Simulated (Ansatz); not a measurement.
HC–CH: how the atomization moves with the basis

HC–CH, singlet; coordinates (Å): C 0.000 0.000 0.598; C 0.000 0.000 -0.598; H 0.000 0.000 1.663; H 0.000 0.000 -1.663. Quantity: atomization.

Ansatz 0.2.0, basis cc-pVDZ or cc-pVTZ; geometries are PBE0/def2-TZVP minima. Wave-function levels freeze the cores; HF, MP2 and coupled cluster are restricted for singlets and unrestricted otherwise, atoms included (their steps beyond CCSDT(Q) come from restricted open-shell runs), Kohn–Sham unrestricted where that lies lower. NEVPT2 stands on CASSCF in the full valence space. The reference is CCSDT(Q) or CCSDTQ (coupled cluster only where its series has nearly closed). Semilocal and hybrid functionals correlate all electrons outside any core potential and usually lie nearer their basis limit than the reference, so part of their error here is the reference's basis and frozen-core error; RPA and the MP2 part of double hybrids freeze the same cores as the reference. None of these values is a measured one. Energies are electronic, without zero-point terms. No spin–orbit coupling and no scalar relativity. The species are chosen: bound, without strong static correlation by their natural occupations or amplitudes, in their lowest spin state as far as vertical gaps and like structures tell, and with a ladder that closes on the reference, so errors are smaller than for species at large; levels whose determinant breaks symmetry or spin markedly are left out.

```csv
level,cc-pVDZ (kcal/mol),cc-pVTZ (kcal/mol)
reference,370.2 (CCSDTQ),393.1 (CCSDT(Q))
CCSD(T),369.8,392.9
NEVPT2,370.0,389.3
PBE,406.2,414.6
r2SCAN,393.5,402.5
wB97M-V,397.3,403.9
B2PLYP,388.4,402.3
RPA-PBE,351.0,372.1
```

From cc-pVDZ to cc-pVTZ the reference moves by 22.9 kcal/mol and PBE by 8.4; the step from CCSD(T) to the reference is 0.4 in the first and 0.1 in the last.
